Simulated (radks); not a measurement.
# P³⁺ in [Ne] 4f2: an all-electron calculation

An exercise on one series of results from a longer session: the logs are not shown, and one member is left open.

The numbers are computed with radks (a radial shooting solver on a logarithmic mesh, Libxc functionals) version 1 (scalar-relativistic Kohn-Sham, SCAN, spin-polarised, spherical densities, finite nucleus; open shells are filled with parallel spins first), except any that are marked as measured or tabulated.

### What is computed

```
element            : phosphorus (Z = 15)
charge             : +3
electrons          : 12
configuration      : [Ne] 4f2
nuclear rms radius : 3.1889 fm
```

Outer shells as boxes (Hund's rule):

P³⁺
```
[Ne] core
4f [↑ ][↑ ][  ][  ][  ][  ][  ]
```

The first run:

Input:

```text
Z 15
configuration [Ne] 4f2
relativity scalar-relativistic
functional scan,scan
spin polarised
nucleus finite rms 3.1889 fm
c 137.035999084
```

One table of the session follows, with a row left open; its other results are not shown here.

It belongs to the step «Shells». From the orbitals of this run (lengths in bohr):

| level | <r> | outermost maximum (interpolated) | 90 % within |
| --- | --- | --- | --- |
| 1s down | 0.1036 | 0.0677 | 0.185 |
| 1s up | 0.1036 | 0.0677 | 0.185 |
| 2s down | 0.5139 | 0.417 | 0.805 |
| 2s up | 0.5138 | 0.417 | 0.805 |
| 2p up | 0.4776 | 0.353 | 0.795 |
| 2p down | ? | ? | ? |
| 4f up | 3.905 | 3.43 | 5.68 |

Q: Estimate the row for 2p down from the others.

The run gave: <r>: 0.4775; outermost maximum (interpolated): 0.353; 90 % within: 0.795. In the column «<r>» it lies between 1s up (0.1036) and 2p up (0.4776).
